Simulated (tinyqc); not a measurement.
Inside a calculation. Method: LCCD on RHF in the sto-6g basis, frozen core, for H2O, spin multiplicity 1. One step of it, computed by the program tinyqc.

Question. Iteration 1: building the Fock matrix. J_ij = sum D_kl (ij|kl), K_ij = sum D_kl (ik|jl); F = H + J - 0.5 K; E = tr D H + tr D J / 2 - 0.25 tr D K + E_nn.

D at the start, lower triangle:
```
            1O 1s      1O 2s    1O 2px     1O 2py    1O 2pz     2H 1s     3H 1s
1O 1s    2.064366
1O 2s   -0.267632   1.230541
1O 2px   0.000000   0.000000  2.000000
1O 2py   0.000000   0.000000  0.000000   1.446257
1O 2pz   0.090077  -0.343368  0.000000   0.000000  1.868971
2H 1s   -0.132977   0.358935  0.000000   0.351061  0.112835  0.217104
3H 1s   -0.132977   0.358935  0.000000  -0.351061  0.112835  0.046672  0.217104
```

core Hamiltonian H = T + V (hartree), lower triangle:
```
             1O 1s      1O 2s     1O 2px     1O 2py     1O 2pz      2H 1s      3H 1s
1O 1s   -32.923305
1O 2s    -7.276644  -9.143129
1O 2px    0.000000   0.000000  -7.389039
1O 2py    0.000000   0.000000   0.000000  -7.524161
1O 2pz   -0.014655  -0.168259   0.000000   0.000000  -7.448891
2H 1s    -1.365856  -3.081286   0.000000  -1.850628  -1.275793  -4.643722
3H 1s    -1.365856  -3.081286   0.000000   1.850628  -1.275793  -1.042263  -4.643722
```

Two-electron integrals (ij|kl) in chemists' order, unique and non-zero (hartree):
```
(11|11) 4.787491    (21|11) 0.675884    (21|21) 0.121505    (22|11) 1.117379
(22|21) 0.249212    (22|22) 0.817383    (31|31) 0.025762    (32|31) 0.039145
(32|32) 0.180664    (33|11) 1.117381    (33|21) 0.249212    (33|22) 0.817382
(33|33) 0.880663    (41|41) 0.025762    (42|41) 0.039145    (42|42) 0.180664
(43|43) 0.047461    (44|11) 1.117381    (44|21) 0.249212    (44|22) 0.817382
(44|33) 0.785741    (44|44) 0.880663    (51|51) 0.025762    (52|51) 0.039145
(52|52) 0.180664    (53|53) 0.047461    (54|54) 0.047461    (55|11) 1.117381
(55|21) 0.249212    (55|22) 0.817382    (55|33) 0.785741    (55|44) 0.785741
(55|55) 0.880663    (61|11) 0.134268    (61|21) 0.023140    (61|22) 0.046441
(61|33) 0.046341    (61|41) 0.000944    (61|42) 0.001846    (61|44) 0.046548
(61|51) 0.000628    (61|52) 0.001228    (61|54) 0.000138    (61|55) 0.046433
(61|61) 0.004492    (62|11) 0.333229    (62|21) 0.075394    (62|22) 0.274655
(62|33) 0.270046    (62|41) 0.005034    (62|42) 0.037502    (62|44) 0.279628
(62|51) 0.003351    (62|52) 0.024959    (62|54) 0.006378    (62|55) 0.274290
(62|61) 0.014444    (62|62) 0.115903    (63|31) 0.008286    (63|32) 0.046944
(63|43) 0.007697    (63|53) 0.005123    (63|63) 0.016187    (64|11) 0.203030
(64|21) 0.046579    (64|22) 0.180968    (64|33) 0.172875    (64|41) 0.010992
(64|42) 0.070140    (64|44) 0.194427    (64|51) 0.001801    (64|52) 0.015438
(64|54) 0.009221    (64|55) 0.175602    (64|61) 0.009321    (64|62) 0.092840
(64|64) 0.089710    (65|11) 0.135125    (65|21) 0.031001    (65|22) 0.120442
(65|33) 0.115055    (65|41) 0.001801    (65|42) 0.015438    (65|44) 0.119154
(65|51) 0.009484    (65|52) 0.057218    (65|54) 0.010425    (65|55) 0.127116
(65|61) 0.006204    (65|62) 0.061789    (65|64) 0.048932    (65|65) 0.048754
(66|11) 0.483938    (66|21) 0.111532    (66|22) 0.465388    (66|33) 0.447023
(66|41) 0.009455    (66|42) 0.096921    (66|44) 0.485205    (66|51) 0.006293
(66|52) 0.064505    (66|54) 0.025412    (66|55) 0.463935    (66|61) 0.021573
(66|62) 0.251546    (66|64) 0.229880    (66|65) 0.152994    (66|66) 0.774999
(71|11) 0.134268    (71|21) 0.023140    (71|22) 0.046441    (71|33) 0.046341
(71|41) -0.000944   (71|42) -0.001846   (71|44) 0.046548    (71|51) 0.000628
(71|52) 0.001228    (71|54) -0.000138   (71|55) 0.046433    (71|61) 0.004417
(71|62) 0.013906    (71|64) 0.008198    (71|65) 0.005975    (71|66) 0.020500
(71|71) 0.004492    (72|11) 0.333229    (72|21) 0.075394    (72|22) 0.274655
(72|33) 0.270046    (72|41) -0.005034   (72|42) -0.037502   (72|44) 0.279628
(72|51) 0.003351    (72|52) 0.024959    (72|54) -0.006378   (72|55) 0.274290
(72|61) 0.013906    (72|62) 0.091249    (72|64) 0.050870    (72|65) 0.047201
(72|66) 0.158937    (72|71) 0.014444    (72|72) 0.115903    (73|31) 0.008286
(73|32) 0.046944    (73|43) -0.007697   (73|53) 0.005123    (73|63) 0.012250
(73|73) 0.016187    (74|11) -0.203030   (74|21) -0.046579   (74|22) -0.180968
(74|33) -0.172875   (74|41) 0.010992    (74|42) 0.070140    (74|44) -0.194427
(74|51) -0.001801   (74|52) -0.015438   (74|54) 0.009221    (74|55) -0.175602
(74|61) -0.008198   (74|62) -0.050870   (74|64) -0.016757   (74|65) -0.025772
(74|66) -0.080432   (74|71) -0.009321   (74|72) -0.092840   (74|74) 0.089710
(75|11) 0.135125    (75|21) 0.031001    (75|22) 0.120442    (75|33) 0.115055
(75|41) -0.001801   (75|42) -0.015438   (75|44) 0.119154    (75|51) 0.009484
(75|52) 0.057218    (75|54) -0.010425   (75|55) 0.127116    (75|61) 0.005975
(75|62) 0.047201    (75|64) 0.025772    (75|65) 0.036256    (75|66) 0.089508
(75|71) 0.006204    (75|72) 0.061789    (75|74) -0.048932   (75|75) 0.048754
(76|11) 0.103999    (76|21) 0.023745    (76|22) 0.093122    (76|33) 0.091170
(76|44) 0.093177    (76|51) 0.001700    (76|52) 0.014786    (76|55) 0.095018
(76|61) 0.004487    (76|62) 0.038169    (76|64) 0.026559    (76|65) 0.022903
(76|66) 0.084279    (76|71) 0.004487    (76|72) 0.038169    (76|74) -0.026559
(76|75) 0.022903    (76|76) 0.015469    (77|11) 0.483938    (77|21) 0.111532
(77|22) 0.465388    (77|33) 0.447023    (77|41) -0.009455   (77|42) -0.096921
(77|44) 0.485205    (77|51) 0.006293    (77|52) 0.064505    (77|54) -0.025412
(77|55) 0.463935    (77|61) 0.020500    (77|62) 0.158937    (77|64) 0.080432
(77|65) 0.089508    (77|66) 0.295665    (77|71) 0.021573    (77|72) 0.251546
(77|74) -0.229880   (77|75) 0.152994    (77|76) 0.084279    (77|77) 0.774999
```

nuclear repulsion = 8.23545359 hartree

Give: Coulomb J; exchange K; Fock matrix F; total energy of this density.

Answer.

Coulomb J (hartree), lower triangle:
```
         1O 1s   1O 2s  1O 2px  1O 2py  1O 2pz  2H 1s  3H 1s
1O 1s   17.808
1O 2s    3.188   8.413
1O 2px   0.000   0.000   8.406
1O 2py   0.000   0.000   0.000   8.416
1O 2pz  -0.008  -0.005   0.000   0.000   8.416
2H 1s    0.611   2.785   0.000   1.822   1.214  4.728
3H 1s    0.611   2.785   0.000  -1.822   1.214  0.939  4.728
```

exchange K (hartree), lower triangle:
```
        1O 1s   1O 2s  1O 2px  1O 2py  1O 2pz  2H 1s  3H 1s
1O 1s   9.774
1O 2s   1.585   2.561
1O 2px  0.000   0.000   2.257
1O 2py  0.000   0.000   0.000   2.121
1O 2pz  0.008  -0.100   0.000   0.000   2.238
2H 1s   0.317   1.004   0.000   0.626   0.381  0.919
3H 1s   0.317   1.004   0.000  -0.626   0.381  0.324  0.919
```

Fock matrix F (hartree), lower triangle:
```
          1O 1s   1O 2s  1O 2px  1O 2py  1O 2pz   2H 1s   3H 1s
1O 1s   -20.002
1O 2s    -4.881  -2.011
1O 2px    0.000   0.000  -0.112
1O 2py    0.000   0.000   0.000  -0.169
1O 2pz   -0.027  -0.123   0.000   0.000  -0.151
2H 1s    -0.914  -0.798   0.000  -0.342  -0.252  -0.375
3H 1s    -0.914  -0.798   0.000   0.342  -0.252  -0.265  -0.375
```

total energy of this density = -75.28494 hartree
